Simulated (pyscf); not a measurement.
H₂N–SiH(Cl)–Cl + hydrogen (H₂) -> dichlorosilane (Cl–SiH₂–Cl) + ammonia (NH₃), a four-centre exchange (singlet surface; N–Si, H–H broken, H–Si, H–N formed). Structures and frequencies: ωB97X-D3(BJ)/def2-SVP in PySCF. Energies in kJ/mol from the separated reactants.

Small-basis levels: PySCF, no dispersion term, spherical d functions. 

Question: Quick BP86/6-31G* single points give ΔE‡ = 187.0 kJ/mol and ΔE = +48.0 kJ/mol. What does ωB97M-D3(BJ)/def2-TZVP give, and how far is the quick result from it?

Answer: ωB97M-D3(BJ)/def2-TZVP gives ΔE‡ = 197.9 kJ/mol and ΔE = +49.1 kJ/mol. BP86/6-31G* lies 10.9 kJ/mol under it in the barrier and 1.1 kJ/mol under it in the reaction energy, so on this step it holds to within 12.6 kJ/mol. ωB97M-D3(BJ)/def2-TZVP has limits of its own. On the product side the descent ends in a complex (not fully relaxed), 29.1 kJ/mol under the separated species and 176.9 kJ/mol under the saddle at ωB97X-D3(BJ)/def2-TZVP. At the saddle there is also a short H–Si contact that neither side keeps. One saddle was located; it need not be the lowest between these sides.
